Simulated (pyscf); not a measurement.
Single points on ωB97X-D3(BJ)/def2-SVP structures (PySCF, gas phase).

Q: For the elementary gas-phase step F–GeH(F)–F (SMILES [F][GeH]([F])[F]) + HF (SMILES F) → HF (SMILES F) + F–Ge:–F (SMILES [F][Ge][F]) [singlet] + HF (SMILES F) (singlet surface; F–Ge, Ge–H, F–H broken, F–H, F–H formed), what barrier and reaction energy does PBE/def2-TZVP give, measured from the separated reactants?

A: ΔE‡ = 82.9 kJ/mol, ΔE = +82.9 kJ/mol. ωB97M-D3(BJ)/def2-TZVP gives 130.9 kJ/mol and +90.5 kJ/mol. Zero-point energy shifts the barrier by -2.3 kJ/mol. It is a multi-bond step, with an imaginary mode of 1398i cm⁻¹. On the reactant side the descent ends in a complex (not fully relaxed), 20.9 kJ/mol under the separated species and 161.0 kJ/mol under the saddle at ωB97X-D3(BJ)/def2-TZVP. On the product side the descent ends in a bound adduct, 47.1 kJ/mol under the separated species and 74.4 kJ/mol under the saddle at ωB97X-D3(BJ)/def2-TZVP. At ωB97X-D3(BJ) the barrier from the zero used here is 140.1 kJ/mol. One saddle was located; it need not be the lowest between these sides. Elements up to Kr have no core potential and no relativistic terms here.
